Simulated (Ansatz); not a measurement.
**Several solutions for singlet MgO**

```xyz
2

Mg    0.0000    0.0000    0.0000
O     0.0000    0.0000    2.2750
```

Basis set: 6-31G (spherical functions). Charge 0, multiplicity 1.

PBE0 (unrestricted) was run from several starts with Ansatz (development build ahead of 0.2.0).

| run | program | start | converged | energy (hartree) | <S²> |
| --- | --- | --- | --- | --- | --- |
| A | Ansatz | atomic start, no search | yes | -274.93553 | 0.00 |
| B | Ansatz | stability test followed | yes | -274.98027 | 1.01 |
| C | Ansatz | search for the lowest state | yes | -274.98027 | 1.01 |

(1) Which runs reached the lowest solution of this kind, and what is wrong with the others?

Answers

(1) B, C reached the lowest solution found. Converged but too high: A by 1.22 eV. Convergence only shows a stationary point, and even a stable one can lie too high; stability tests and further starts are what find lower ones. Caution: the unrestricted determinant is a mixture of spin states.
